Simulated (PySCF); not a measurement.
**Spin-orbit coupling and the first ionisation energy along the second row**

Two-component X2C-1e calculated with PySCF 2.14: MP2 on generalised Hartree-Fock spinors (GMP2), with spin-orbit coupling off and on (screened by Boettger's factors); no Breit or QED terms. Values in eV; the references (NIST) lie between the lowest levels. Elements whose determinants are no pure J levels are left out.

```tsv
element	configurations	spin-free	with spin-orbit	shift	reference
B (x2c-TZVPall-2c with one added diffuse shell each of s, p, d type, 1s2 frozen)	[He] 2s2 2p1 → [He] 2s2	8.253	8.254	0.001	8.298
O (x2c-TZVPall-2c with one added diffuse shell each of s, p, d type, 1s2 frozen)	[He] 2s2 2p4 → [He] 2s2 2p3	13.272	13.282	0.010	13.618
F (x2c-TZVPall-2c with one added diffuse shell each of s, p, d type, 1s2 frozen)	[He] 2s2 2p5 → [He] 2s2 2p4	17.233	17.230	-0.003	17.423
Ne (x2c-TZVPall-2c with one added diffuse shell each of s, p, d type, 1s2 frozen)	[Ne] → [He] 2s2 2p5	21.578	21.542	-0.035	21.565
```

What remains against the references is mostly the basis and correlation beyond MP2.
